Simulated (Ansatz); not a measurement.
**Sb (model structure, started from the diamond type, Fd-3m, No. 227, 2 atoms in the cell)**

The numbers are results of PBEsol in Ansatz (plane waves, PAW), not measurements.

Settings: plane-wave cutoff 500 eV, 10×10×10 k mesh, Fermi–Dirac smearing 0.05 eV, scalar-relativistic PAW data made under PBE.

Cell (relaxed at this level):

```cif
data_Sb8
_chemical_formula_sum 'Sb8'
_space_group_name_H-M_alt 'Fd-3m :1'
_space_group_IT_number 227
_space_group_name_Hall 'F 4d 2 3 -1d'
_cell_length_a 6.87254
_cell_length_b 6.87254
_cell_length_c 6.87254
_cell_angle_alpha 90.000
_cell_angle_beta 90.000
_cell_angle_gamma 90.000
loop_
_atom_site_label
_atom_site_type_symbol
_atom_site_symmetry_multiplicity
_atom_site_Wyckoff_symbol
_atom_site_fract_x
_atom_site_fract_y
_atom_site_fract_z
_atom_site_occupancy
Sb1 Sb 8 a 0.00000 0.00000 0.00000 1
```
(The calculation used a cell of 2 atoms; values per cell refer to that cell.)

```yaml
band_gap: none
```

Note: the relaxation could raise the start's symmetry but not lower it, so the cell can be a saddle point.

Spin–orbit coupling is not included.

Static lattice: no zero-point or thermal effects.

A model structure was made by putting elements into a prototype or built by hand; it is no filed structure, need not be a known phase, and can be a saddle point held by its symmetry.

Ansatz is a first-principles code.
